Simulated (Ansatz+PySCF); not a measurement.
The numbers below are computed, except where a source is named.
# Several solutions for doublet H₄O₂(+) in separate pieces

```xyz
6

O     0.0000    0.0000   -0.1197
H     0.0000    0.7542    0.4787
H     0.0000   -0.7542    0.4787
O    30.0512    0.0604    0.0897
H    30.1376   -0.8730   -0.1296
H    29.4529    0.3902   -0.5885
```

Basis set: cc-pVDZ (spherical functions). Charge 1, multiplicity 2.

ROHF was run from several starts with Ansatz (development build ahead of 0.2.0) and PySCF 2.14.0.

```json
{"run": "A", "program": "PySCF", "start": "guess huckel, instabilities followed", "converged": "yes", "energy (hartree)": "-151.65378", "<S²>": "0.75"}
{"run": "B", "program": "Ansatz", "start": "stability test followed", "converged": "yes", "energy (hartree)": "-151.65378", "<S²>": "0.75"}
{"run": "C", "program": "Ansatz", "start": "atomic start, no search", "converged": "yes", "energy (hartree)": "-151.65378", "<S²>": "0.75"}
{"run": "D", "program": "PySCF", "start": "guess 1e, instabilities followed", "converged": "yes", "energy (hartree)": "-151.65378", "<S²>": "0.75"}
{"run": "E", "program": "PySCF", "start": "guess atom, instabilities followed", "converged": "yes", "energy (hartree)": "-151.65390", "<S²>": "0.75"}
{"run": "F", "program": "PySCF", "start": "guess minao, instabilities followed", "converged": "yes", "energy (hartree)": "-151.65390", "<S²>": "0.75"}
{"run": "G", "program": "PySCF", "start": "program defaults", "converged": "no", "energy (hartree)": "–", "<S²>": "–"}
{"run": "H", "program": "Ansatz", "start": "search for the lowest state", "converged": "yes", "energy (hartree)": "-151.65390", "<S²>": "0.75"}
```

Q: Which runs reached the lowest solution of this kind, and what is wrong with the others?

A: A, B, C, D, E, F, H reached the lowest solution found or ended within 0.01 eV of it (a small difference can mark another solution nearby). Not converged: G.
